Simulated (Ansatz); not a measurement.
Molecular dynamics of F$_{2}$H, charge -1

Input file:

```yaml
crystal:
  periodic: [false, false, false]
  atoms:
    - { symbol: F, position_ang: [-0.977827, 0.346012, -0.493276] }
    - { symbol: H, position_ang: [4.0e-06, 3.5e-05, 7.0e-06] }
    - { symbol: F, position_ang: [0.977833, -0.346047, 0.493279] }
total_charge: -1
basis:
  gaussian: { orbitals: def2-TZVP }
hamiltonian:
  xc: lda
md:
  timestep: 0.5
  n_steps: 250
  ensemble: nvt_nose_hoover
  temperature: 1000.0
  initial_velocities: maxwell_boltzmann
  seed: 956872
  nose_hoover: { tau: 20.0, chain_length: 3 }
```

Run as:

```bash
$ ansatz run input.yaml --threads 1 --pin off --max-ram 2048MiB --backend cpu --events-out ev --progress --plain --runs-dir out
```

It starts from a relaxed structure.

Output, in part (one step line in 3, the closing report, with atoms numbered from 0):

```
md step     0: t =     0.00 fs  T =  1000.0 K  F+E_penalty+E_count = -5419.60718009 eV  E_kin = 0.129260 eV  conserved = -5419.47792009 eV  (23 SCF iters)
md step     3: t =     1.50 fs  T =   922.3 K  F+E_penalty+E_count = -5419.59709005 eV  E_kin = 0.119217 eV  conserved = -5419.47788285 eV  (26 SCF iters)
md step     6: t =     3.00 fs  T =   729.0 K  F+E_penalty+E_count = -5419.57190380 eV  E_kin = 0.094232 eV  conserved = -5419.47779215 eV  (26 SCF iters)
md step     9: t =     4.50 fs  T =   513.9 K  F+E_penalty+E_count = -5419.54369633 eV  E_kin = 0.066427 eV  conserved = -5419.47771349 eV  (26 SCF iters)
md step    12: t =     6.00 fs  T =   358.3 K  F+E_penalty+E_count = -5419.52303466 eV  E_kin = 0.046312 eV  conserved = -5419.47769460 eV  (27 SCF iters)
md step    15: t =     7.50 fs  T =   283.7 K  F+E_penalty+E_count = -5419.51272912 eV  E_kin = 0.036667 eV  conserved = -5419.47772626 eV  (27 SCF iters)
md step    18: t =     9.00 fs  T =   261.7 K  F+E_penalty+E_count = -5419.50902470 eV  E_kin = 0.033832 eV  conserved = -5419.47775544 eV  (26 SCF iters)
md step    21: t =    10.50 fs  T =   267.5 K  F+E_penalty+E_count = -5419.50855580 eV  E_kin = 0.034577 eV  conserved = -5419.47773467 eV  (26 SCF iters)
md step    24: t =    12.00 fs  T =   319.5 K  F+E_penalty+E_count = -5419.51356843 eV  E_kin = 0.041292 eV  conserved = -5419.47771757 eV  (26 SCF iters)
md step    27: t =    13.50 fs  T =   427.5 K  F+E_penalty+E_count = -5419.52496181 eV  E_kin = 0.055259 eV  conserved = -5419.47778988 eV  (26 SCF iters)
md step    30: t =    15.00 fs  T =   520.9 K  F+E_penalty+E_count = -5419.53308859 eV  E_kin = 0.067327 eV  conserved = -5419.47785359 eV  (26 SCF iters)
md step    33: t =    16.50 fs  T =   528.9 K  F+E_penalty+E_count = -5419.52898099 eV  E_kin = 0.068360 eV  conserved = -5419.47779518 eV  (26 SCF iters)
md step    36: t =    18.00 fs  T =   487.4 K  F+E_penalty+E_count = -5419.51799553 eV  E_kin = 0.062997 eV  conserved = -5419.47769964 eV  (24 SCF iters)
md step    39: t =    19.50 fs  T =   482.9 K  F+E_penalty+E_count = -5419.51144744 eV  E_kin = 0.062424 eV  conserved = -5419.47766120 eV  (26 SCF iters)
md step    42: t =    21.00 fs  T =   564.5 K  F+E_penalty+E_count = -5419.51475018 eV  E_kin = 0.072970 eV  conserved = -5419.47765455 eV  (27 SCF iters)
md step    45: t =    22.50 fs  T =   748.5 K  F+E_penalty+E_count = -5419.52840108 eV  E_kin = 0.096753 eV  conserved = -5419.47766048 eV  (27 SCF iters)
md step    48: t =    24.00 fs  T =  1033.3 K  F+E_penalty+E_count = -5419.55018184 eV  E_kin = 0.133562 eV  conserved = -5419.47769743 eV  (26 SCF iters)
md step    51: t =    25.50 fs  T =  1379.4 K  F+E_penalty+E_count = -5419.57325798 eV  E_kin = 0.178298 eV  conserved = -5419.47775821 eV  (26 SCF iters)
md step    54: t =    27.00 fs  T =  1700.8 K  F+E_penalty+E_count = -5419.58628847 eV  E_kin = 0.219845 eV  conserved = -5419.47781975 eV  (27 SCF iters)
md step    57: t =    28.50 fs  T =  1878.6 K  F+E_penalty+E_count = -5419.57612218 eV  E_kin = 0.242825 eV  conserved = -5419.47785047 eV  (27 SCF iters)
md step    60: t =    30.00 fs  T =  1804.6 K  F+E_penalty+E_count = -5419.53313930 eV  E_kin = 0.233265 eV  conserved = -5419.47777822 eV  (27 SCF iters)
md step    63: t =    31.50 fs  T =  1474.6 K  F+E_penalty+E_count = -5419.46146475 eV  E_kin = 0.190602 eV  conserved = -5419.47757186 eV  (27 SCF iters)
md step    66: t =    33.00 fs  T =  1044.9 K  F+E_penalty+E_count = -5419.38399076 eV  E_kin = 0.135058 eV  conserved = -5419.47733220 eV  (27 SCF iters)
md step    69: t =    34.50 fs  T =   755.0 K  F+E_penalty+E_count = -5419.33092618 eV  E_kin = 0.097589 eV  conserved = -5419.47720908 eV  (28 SCF iters)
md step    72: t =    36.00 fs  T =   773.6 K  F+E_penalty+E_count = -5419.31996318 eV  E_kin = 0.099999 eV  conserved = -5419.47727685 eV  (28 SCF iters)
md step    75: t =    37.50 fs  T =  1087.4 K  F+E_penalty+E_count = -5419.34369339 eV  E_kin = 0.140557 eV  conserved = -5419.47748878 eV  (26 SCF iters)
md step    78: t =    39.00 fs  T =  1491.8 K  F+E_penalty+E_count = -5419.37227134 eV  E_kin = 0.192833 eV  conserved = -5419.47770020 eV  (27 SCF iters)
md step    81: t =    40.50 fs  T =  1700.5 K  F+E_penalty+E_count = -5419.37075937 eV  E_kin = 0.219808 eV  conserved = -5419.47775612 eV  (28 SCF iters)
md step    84: t =    42.00 fs  T =  1528.4 K  F+E_penalty+E_count = -5419.32147513 eV  E_kin = 0.197555 eV  conserved = -5419.47759590 eV  (27 SCF iters)
md step    87: t =    43.50 fs  T =  1026.5 K  F+E_penalty+E_count = -5419.23663600 eV  E_kin = 0.132681 eV  conserved = -5419.47727943 eV  (27 SCF iters)
md step    90: t =    45.00 fs  T =   469.7 K  F+E_penalty+E_count = -5419.15356737 eV  E_kin = 0.060709 eV  conserved = -5419.47696146 eV  (28 SCF iters)
md step    93: t =    46.50 fs  T =   200.8 K  F+E_penalty+E_count = -5419.11425208 eV  E_kin = 0.025955 eV  conserved = -5419.47682920 eV  (25 SCF iters)
md step    96: t =    48.00 fs  T =   421.4 K  F+E_penalty+E_count = -5419.13884311 eV  E_kin = 0.054469 eV  conserved = -5419.47697254 eV  (29 SCF iters)
md step    99: t =    49.50 fs  T =  1064.0 K  F+E_penalty+E_count = -5419.21165323 eV  E_kin = 0.137528 eV  conserved = -5419.47721265 eV  (28 SCF iters)
md step   102: t =    51.00 fs  T =  1912.7 K  F+E_penalty+E_count = -5419.30173610 eV  E_kin = 0.247242 eV  conserved = -5419.47723616 eV  (27 SCF iters)
md step   105: t =    52.50 fs  T =  2838.9 K  F+E_penalty+E_count = -5419.39595435 eV  E_kin = 0.366951 eV  conserved = -5419.47738874 eV  (27 SCF iters)
md step   108: t =    54.00 fs  T =  3561.0 K  F+E_penalty+E_count = -5419.46635933 eV  E_kin = 0.460292 eV  conserved = -5419.47777907 eV  (27 SCF iters)
md step   111: t =    55.50 fs  T =  3641.3 K  F+E_penalty+E_count = -5419.46545388 eV  E_kin = 0.470672 eV  conserved = -5419.47766336 eV  (26 SCF iters)
md step   114: t =    57.00 fs  T =  3145.5 K  F+E_penalty+E_count = -5419.40363512 eV  E_kin = 0.406584 eV  conserved = -5419.47725442 eV  (27 SCF iters)
md step   117: t =    58.50 fs  T =  2514.7 K  F+E_penalty+E_count = -5419.33215872 eV  E_kin = 0.325055 eV  conserved = -5419.47716851 eV  (27 SCF iters)
md step   120: t =    60.00 fs  T =  1954.6 K  F+E_penalty+E_count = -5419.27151559 eV  E_kin = 0.252646 eV  conserved = -5419.47732044 eV  (28 SCF iters)
md step   123: t =    61.50 fs  T =  1548.2 K  F+E_penalty+E_count = -5419.22846684 eV  E_kin = 0.200123 eV  conserved = -5419.47671670 eV  (29 SCF iters)
md step   126: t =    63.00 fs  T =  1906.5 K  F+E_penalty+E_count = -5419.28432623 eV  E_kin = 0.246431 eV  conserved = -5419.47655313 eV  (27 SCF iters)
md step   129: t =    64.50 fs  T =  3015.0 K  F+E_penalty+E_count = -5419.44498972 eV  E_kin = 0.389719 eV  conserved = -5419.47804128 eV  (26 SCF iters)
md step   132: t =    66.00 fs  T =  3460.6 K  F+E_penalty+E_count = -5419.53150229 eV  E_kin = 0.447311 eV  conserved = -5419.47939422 eV  (25 SCF iters)
md step   135: t =    67.50 fs  T =  2292.1 K  F+E_penalty+E_count = -5419.40996600 eV  E_kin = 0.296274 eV  conserved = -5419.47853137 eV  (27 SCF iters)
md step   138: t =    69.00 fs  T =  1131.1 K  F+E_penalty+E_count = -5419.27414261 eV  E_kin = 0.146205 eV  conserved = -5419.47597277 eV  (27 SCF iters)
md step   141: t =    70.50 fs  T =  1781.1 K  F+E_penalty+E_count = -5419.37433637 eV  E_kin = 0.230227 eV  conserved = -5419.47886249 eV  (27 SCF iters)
md step   144: t =    72.00 fs  T =  2010.0 K  F+E_penalty+E_count = -5419.42302873 eV  E_kin = 0.259816 eV  conserved = -5419.47920391 eV  (26 SCF iters)
md step   147: t =    73.50 fs  T =  1162.7 K  F+E_penalty+E_count = -5419.32818794 eV  E_kin = 0.150293 eV  conserved = -5419.47829182 eV  (27 SCF iters)
md step   150: t =    75.00 fs  T =   298.9 K  F+E_penalty+E_count = -5419.22134305 eV  E_kin = 0.038638 eV  conserved = -5419.47708907 eV  (25 SCF iters)
md step   153: t =    76.50 fs  T =   519.0 K  F+E_penalty+E_count = -5419.25228286 eV  E_kin = 0.067092 eV  conserved = -5419.47740978 eV  (28 SCF iters)
md step   156: t =    78.00 fs  T =  1496.5 K  F+E_penalty+E_count = -5419.38526174 eV  E_kin = 0.193443 eV  conserved = -5419.47837563 eV  (27 SCF iters)
md step   159: t =    79.50 fs  T =  2231.1 K  F+E_penalty+E_count = -5419.49192093 eV  E_kin = 0.288388 eV  conserved = -5419.47873859 eV  (25 SCF iters)
md step   162: t =    81.00 fs  T =  2291.8 K  F+E_penalty+E_count = -5419.51626661 eV  E_kin = 0.296232 eV  conserved = -5419.47871861 eV  (27 SCF iters)
md step   165: t =    82.50 fs  T =  1899.5 K  F+E_penalty+E_count = -5419.48236777 eV  E_kin = 0.245535 eV  conserved = -5419.47786966 eV  (27 SCF iters)
md step   168: t =    84.00 fs  T =  1841.2 K  F+E_penalty+E_count = -5419.49190156 eV  E_kin = 0.237995 eV  conserved = -5419.47803106 eV  (27 SCF iters)
md step   171: t =    85.50 fs  T =  1984.3 K  F+E_penalty+E_count = -5419.53038004 eV  E_kin = 0.256484 eV  conserved = -5419.47875648 eV  (26 SCF iters)
md step   174: t =    87.00 fs  T =  1720.6 K  F+E_penalty+E_count = -5419.51649112 eV  E_kin = 0.222408 eV  conserved = -5419.47853722 eV  (26 SCF iters)
md step   177: t =    88.50 fs  T =  1217.4 K  F+E_penalty+E_count = -5419.46775695 eV  E_kin = 0.157360 eV  conserved = -5419.47818268 eV  (27 SCF iters)
md step   180: t =    90.00 fs  T =   822.9 K  F+E_penalty+E_count = -5419.42794012 eV  E_kin = 0.106373 eV  conserved = -5419.47809900 eV  (26 SCF iters)
md step   183: t =    91.50 fs  T =   632.1 K  F+E_penalty+E_count = -5419.41083210 eV  E_kin = 0.081709 eV  conserved = -5419.47814119 eV  (27 SCF iters)
md step   186: t =    93.00 fs  T =   614.8 K  F+E_penalty+E_count = -5419.41445012 eV  E_kin = 0.079467 eV  conserved = -5419.47812186 eV  (28 SCF iters)
md step   189: t =    94.50 fs  T =   766.5 K  F+E_penalty+E_count = -5419.44008661 eV  E_kin = 0.099074 eV  conserved = -5419.47820427 eV  (27 SCF iters)
md step   192: t =    96.00 fs  T =   982.8 K  F+E_penalty+E_count = -5419.47547806 eV  E_kin = 0.127034 eV  conserved = -5419.47845757 eV  (27 SCF iters)
md step   195: t =    97.50 fs  T =  1041.4 K  F+E_penalty+E_count = -5419.49131006 eV  E_kin = 0.134611 eV  conserved = -5419.47855379 eV  (27 SCF iters)
md step   198: t =    99.00 fs  T =   872.2 K  F+E_penalty+E_count = -5419.47685882 eV  E_kin = 0.112743 eV  conserved = -5419.47842686 eV  (27 SCF iters)
md step   201: t =   100.50 fs  T =   613.1 K  F+E_penalty+E_count = -5419.44872692 eV  E_kin = 0.079249 eV  conserved = -5419.47826568 eV  (27 SCF iters)
md step   204: t =   102.00 fs  T =   429.5 K  F+E_penalty+E_count = -5419.42842261 eV  E_kin = 0.055521 eV  conserved = -5419.47821599 eV  (26 SCF iters)
md step   207: t =   103.50 fs  T =   376.6 K  F+E_penalty+E_count = -5419.42396961 eV  E_kin = 0.048682 eV  conserved = -5419.47827950 eV  (25 SCF iters)
md step   210: t =   105.00 fs  T =   412.6 K  F+E_penalty+E_count = -5419.43056882 eV  E_kin = 0.053338 eV  conserved = -5419.47830046 eV  (27 SCF iters)
md step   213: t =   106.50 fs  T =   538.2 K  F+E_penalty+E_count = -5419.44860301 eV  E_kin = 0.069565 eV  conserved = -5419.47821290 eV  (27 SCF iters)
md step   216: t =   108.00 fs  T =   820.6 K  F+E_penalty+E_count = -5419.48747563 eV  E_kin = 0.106072 eV  conserved = -5419.47829223 eV  (27 SCF iters)
md step   219: t =   109.50 fs  T =  1171.1 K  F+E_penalty+E_count = -5419.53623198 eV  E_kin = 0.151372 eV  conserved = -5419.47853467 eV  (27 SCF iters)
md step   222: t =   111.00 fs  T =  1359.9 K  F+E_penalty+E_count = -5419.56522835 eV  E_kin = 0.175784 eV  conserved = -5419.47863797 eV  (27 SCF iters)
md step   225: t =   112.50 fs  T =  1279.5 K  F+E_penalty+E_count = -5419.56022547 eV  E_kin = 0.165392 eV  conserved = -5419.47862389 eV  (27 SCF iters)
md step   228: t =   114.00 fs  T =   970.8 K  F+E_penalty+E_count = -5419.52538942 eV  E_kin = 0.125492 eV  conserved = -5419.47855936 eV  (26 SCF iters)
md step   231: t =   115.50 fs  T =   579.9 K  F+E_penalty+E_count = -5419.47812656 eV  E_kin = 0.074953 eV  conserved = -5419.47828786 eV  (26 SCF iters)
md step   234: t =   117.00 fs  T =   425.3 K  F+E_penalty+E_count = -5419.45983915 eV  E_kin = 0.054969 eV  conserved = -5419.47801932 eV  (28 SCF iters)
md step   237: t =   118.50 fs  T =   730.7 K  F+E_penalty+E_count = -5419.50154810 eV  E_kin = 0.094456 eV  conserved = -5419.47832111 eV  (27 SCF iters)
md step   240: t =   120.00 fs  T =  1194.1 K  F+E_penalty+E_count = -5419.56517494 eV  E_kin = 0.154347 eV  conserved = -5419.47883084 eV  (26 SCF iters)
md step   243: t =   121.50 fs  T =  1304.3 K  F+E_penalty+E_count = -5419.58452348 eV  E_kin = 0.168593 eV  conserved = -5419.47910818 eV  (26 SCF iters)
md step   246: t =   123.00 fs  T =   873.4 K  F+E_penalty+E_count = -5419.53329417 eV  E_kin = 0.112894 eV  conserved = -5419.47872046 eV  (27 SCF iters)
md step   249: t =   124.50 fs  T =   411.2 K  F+E_penalty+E_count = -5419.47555704 eV  E_kin = 0.053157 eV  conserved = -5419.47798425 eV  (27 SCF iters)
md step   250: t =   125.00 fs  T =   388.9 K  F+E_penalty+E_count = -5419.47325956 eV  E_kin = 0.050269 eV  conserved = -5419.47801646 eV  (24 SCF iters)
Total energy: -5419.47326847 eV, -199.1619691655 hartree
Atom 0 at    -0.955496     0.332913    -0.482502 Å, force    -0.295812     0.241756    -0.136270 eV/Å
Atom 1 at     0.098401     0.016773     0.054518 Å, force    -1.812835     0.436795    -0.933855 eV/Å
Atom 2 at     0.950281    -0.333836     0.479613 Å, force     2.108647    -0.678551     1.070125 eV/Å
Dipole moment:     0.151721    -0.034059     0.078393 e Å
```

All steps were run. The conserved energy stayed within 0.65 meV per atom of its start (net change -0.032 meV per atom), so the integration is sound. The mean temperature of the second half is 23 % above the set value. A run of 0.12 ps of so small a system gives no equilibrium averages. Limits of this set-up: an anion without diffuse functions, the dipole of an ion depends on the origin.

It ends as F + FH (total charge -1) by the count below, though a long contact still joins these pieces: F1–H2, 1.22 Å. Pairs count as bonded within 1.25 times the sum of covalent radii (0.12 Å more for H–H).

Last frame:

```xyz
3
Properties=species:S:1:pos:R:3
F -0.956 0.333 -0.482
H 0.098 0.017 0.054
F 0.950 -0.334 0.480
```

The run took 94 s on 1 CPU thread of a shared host.
